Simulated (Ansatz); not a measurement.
The input, for Ansatz 0.2.0:

```yaml
crystal:
  periodic: [false, false, false]
  atoms:
    - {symbol: Sn, position_ang: [0.000000, 0.000000, 0.000000]}
    - {symbol: H, position_ang: [0.000000, 0.000000, -1.655400]}
    - {symbol: H, position_ang: [0.000000, 0.000000, 1.655400]}
basis:
  gaussian: {orbitals: def2-TZVP}
total_charge: 1
magnetization: {spin_polarized: true, initial_magnetization: 1}
correlation: {method: ccsdt, electrons: outside_noble_gas}
```

```sh
$ ansatz run in.yaml --threads 1 --pin off --events-out ev --progress --plain --max-ram 2393MiB
```

Log:

```
1002 factors; integrals over basis functions are off by at most 1.8e-7 eV
mean field evaluation 1: about -5827.1289 eV, gradient 6.1e0 eV
mean field evaluation 2: about -5827.1326 eV, gradient 6.1e0 eV
mean field evaluation 4: about -5827.5300 eV, gradient 8.6e-1 eV
mean field evaluation 8: about -5827.5459 eV, gradient 1.0e-3 eV
mean field evaluation 16: about -5827.5397 eV, gradient 4.5e-1 eV
mean field evaluation 32: about -5827.5452 eV, gradient 2.3e-1 eV
mean field evaluation 64: about -5827.5459 eV, gradient 3.9e-3 eV
mean field -5827.54591001 eV, -214.1583621405 hartree, gradient 2.5e-6 eV, S^2 0.776000; 5 other end points of the search recorded, 0 dependent functions left out
determinant -5827.54591001 eV, -214.1583621405 hartree, with singles and doubles -5829.90406894 eV, -214.2450228827 hartree
determinant -5826.03520742 eV, -214.1028448440 hartree, with singles and doubles -5828.43844280 eV, -214.1911621153 hartree
9 core orbitals not correlated: weight in the atoms' cores, before any rotation towards them, 0.997 or more for the frozen orbitals, at most 0.003 for the correlated occupied ones
reference -5827.54591001 eV, -214.1583621405 hartree; 3, 2 occupied and 50, 51 virtual orbitals, 1002 factors
second order -1.76791221 eV of doubles, -0.00000000 eV of singles
cycle   1  -2.12435391 eV  change   -3.6e-1 eV  update   5.7e-2
cycle   2  -2.36278493 eV  change   -2.4e-1 eV  update   2.8e-2
cycle   3  -2.37706014 eV  change   -1.4e-2 eV  update   9.2e-3
cycle   4  -2.38254259 eV  change   -5.5e-3 eV  update   4.1e-3
cycle   5  -2.38318327 eV  change   -6.4e-4 eV  update   1.1e-3
cycle   6  -2.38262708 eV  change    5.6e-4 eV  update   3.7e-4
cycle   7  -2.38272986 eV  change   -1.0e-4 eV  update   1.4e-4
cycle   8  -2.38282127 eV  change   -9.1e-5 eV  update   4.6e-5
cycle   9  -2.38279237 eV  change    2.9e-5 eV  update   1.7e-5
cycle  10  -2.38279192 eV  change    4.4e-7 eV  update   6.3e-6
cycle  11  -2.38279183 eV  change    9.3e-8 eV  update   2.4e-6
cycle  12  -2.38279186 eV  change   -2.8e-8 eV  update   6.6e-7
cycle  13  -2.38279158 eV  change    2.8e-7 eV  update   2.5e-7
Total energy: -5829.92870159 eV, -214.2459281160 hartree
```

Ran on 1 thread of AMD EPYC, shared host: 18 s wall, 0.33 GiB peak host memory.
